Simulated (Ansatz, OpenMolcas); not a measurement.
Worked example: the enthalpy of formation of OCS (carbonyl sulfide)

The species is OCS (3 atoms), meant as a singlet with charge 0. As SMILES, `O=C=S`. Geometry: relaxed at PBE0-D4/def2-TZVP.

```xyz
3

O     0.9220    0.6844    0.5821
C     0.0967    0.0718    0.0611
S    -1.0187   -0.7562   -0.6432
```

Total energies at r2SCAN/def2-TZVP (OpenMolcas 26.06); the atoms run unrestricted:

| species | state | energy (Eh) |
| --- | --- | --- |
| OCS | singlet | -511.521167 |
| O | triplet | -75.058614 |
| C | triplet | -37.832933 |
| S | triplet | -398.083688 |

Harmonic wavenumbers at PBE0-D4/def2-TZVP, in cm⁻¹: 539, 539, 900, 2156.

Measured heats of formation of the gaseous atoms at 298.15 K, in kJ/mol: O 249.2, C 716.9, S 277.0. Spin-orbit lowering of the atoms at 298 K (mean of the ground term's levels less their thermal mean, from spectra), in kJ/mol: O 0.40, C 0.02, S 1.88. Take 1 Eh = 2625.50 kJ/mol, 1 cm⁻¹ = 0.0119627 kJ/mol, RT = 2.479 kJ/mol.

Question: What heat of formation follows?

Answer: 
1. Electronic atomisation energy: (-75.058614) + (-37.832933) + (-398.083688) − (-511.521167) = 0.545932 Eh = 1433.3 kJ/mol.
2. Zero-point energy: half the sum of the wavenumbers, 2067 cm⁻¹ = 24.7 kJ/mol.
3. Thermal vibrational enthalpy, Σ hcν̃/(exp(hcν̃/kT) − 1): 1.2 kJ/mol. Translation, rotation and pV of a linear molecule: 3.5 RT = 8.7 kJ/mol.
4. The 3 free atoms carry 5/2 RT each: 18.6 kJ/mol.
5. Spin-orbit coupling lowers the free atoms by 0.40 + 0.02 + 1.88 = 2.3 kJ/mol.
6. Atomisation enthalpy at 298 K: 1433.3 − 2.3 − 24.7 − 1.2 − 8.7 + 18.6 = 1415.0 kJ/mol.
7. Sum of the atoms' heats of formation: 1243.1 kJ/mol. Heat of formation: 1243.1 − 1415.0 = -171.9 kJ/mol.

The tabulated value is -138.4 kJ/mol (NIST-JANAF tables), so this level is off by -33.5 kJ/mol, or 2.4 % of the atomisation enthalpy. Anharmonicity and any spin-orbit splitting of the molecule are left out.
